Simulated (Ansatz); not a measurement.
Mulliken charges of `O=S(=O)(Cl)Cl` from PBE/def2-TZVPP in Ansatz (PBE0-D4/def2-TZVP geometry).

```csv
atom,x (Å),y (Å),z (Å),charge (e)
O1,0.866,0.300,-1.247,-0.278
S2,-0.069,0.127,-0.198,0.657
O3,-1.382,0.654,-0.241,-0.278
Cl4,-0.210,-1.845,0.180,-0.050
Cl5,0.794,0.764,1.506,-0.050
```

Question: By hand: the dipole of these point charges (1 e Å = 4.8032 D).

Answer: Σ q r = (0.069, -0.128, 0.199) e Å, of length 0.246 e Å = 1.18 D.

Question: How does the dipole of the full density compare? (Best estimate.)

Answer: Computed: (0.095, -0.175, 0.273) e Å, 1.62 D; the point charges give 0.73 times that, at 0° from its direction.

Point charges leave out the atoms' own dipoles, such as those of lone pairs, and Mulliken's split depends on the basis, so the two needn't agree.
